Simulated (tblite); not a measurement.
Chloroform, CHCl3.
Bonds: Cl1–C2, C2–Cl3, C2–Cl4. Hydrogens: H5 on C2.

Computed with GFN2-xTB (tblite), gas phase: Langevin dynamics at 300 K from the optimised GFN2-xTB geometry, time step 0.5 fs, friction 0.01 fs⁻¹, 2000 steps.

Start geometry:
```
atom  x, y, z in Å
Cl1    -0.606    1.549   -0.491
C2     -0.006    0.001    0.119
Cl3    -0.988   -1.327   -0.517
Cl4     1.689   -0.220   -0.336
H5     -0.080    0.001    1.208
```

The statistics below take the 31 frames saved every 25 fs from 250 to 1000 fs; their kinetic temperature (all 3N coordinates) averages 289 K.

**Question.** Give the mean, spread and extremes of the bond lengths.

**Answer.** 
| bond | start (Å) | mean (Å) | standard deviation (Å) | shortest (Å) | longest (Å) |
| --- | --- | --- | --- | --- | --- |
| Cl1–C2 | 1.769 | 1.775 | 0.031 | 1.725 | 1.842 |
| C2–Cl3 | 1.769 | 1.778 | 0.042 | 1.699 | 1.864 |
| C2–Cl4 | 1.769 | 1.772 | 0.038 | 1.706 | 1.857 |
| C2–H5 | 1.091 | 1.101 | 0.036 | 1.029 | 1.160 |

**Question.** Give the same statistics for bond angles, one of each kind.

**Answer.** 
```csv
angle,start (°),mean (°),standard deviation (°),smallest (°),largest (°)
Cl1–C2–Cl3,110.2,109.8,2.9,104.0,115.1
Cl1–C2–H5,108.7,108.6,3.5,101.2,115.5
```

**Question.** How far does each atom move about its mean position (frames aligned on the start, all atoms weighted alike), and what rms force does it feel?

**Answer.** 
```tsv
atom	rms displacement (Å)	rms force (eV/Å)
Cl1	0.06	0.62
C2	0.06	1.41
Cl3	0.06	0.78
Cl4	0.06	0.71
H5	0.07	1.16
```

The displacements run from 0.06 to 0.07 Å.

The run is classical and short, so these are rough statistics of one trajectory.

What follows is the cost of the whole dynamics run. The run took 11 s of wall time on one thread, Arm Neoverse N1 (aarch64), no GPU, on a shared host, and the process peaked at 0.18 GiB of memory.
